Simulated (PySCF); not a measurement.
**How far each method lies from RCCSDT(Q) for HCN, singlet**

Geometry: a PBE0/def2-TZVP stationary point for this spin, not checked as a minimum.

```xyz
3

N     0.0000    0.0000    1.1200
C     0.0000    0.0000   -0.0256
H     0.0000    0.0000   -1.0944
```

Basis 6-31G; PySCF 2.14.0. Correlated methods freeze the noble-gas cores, which leaves 10 electrons in 18 orbitals. R marks a restricted (for open shells ROHF) determinant.

Full CI isn't at hand for all of this; RCCSDT(Q) serves as the reference, and is uncertain by the last step of the cluster series or more.

- T1 diagnostic (ROHF- or RHF-based CCSD): 0.0130
- largest doubles amplitude (ROHF- or RHF-based CCSD): 0.113

```csv
level,E − E(RCCSDT(Q)) (kJ/mol),share of correlation (%),wall time
RHF,578.5,0.00,–
RMP2,27.4,95.26,–
RCCSD,21.6,96.26,–
RCCSD(T),3.9,99.33,0.51 s
RCCSDT,3.8,99.34,–
```

The correlation energy at RCCSDT(Q), counted from RHF, is -5.995 eV. That run took 6.6 s on 1 thread of Arm Neoverse N1, shared host.

Times are those of the correlated step on a shared host, with one SCF added for the restricted CCSD run; they ran on 1 thread of Arm Neoverse N1.
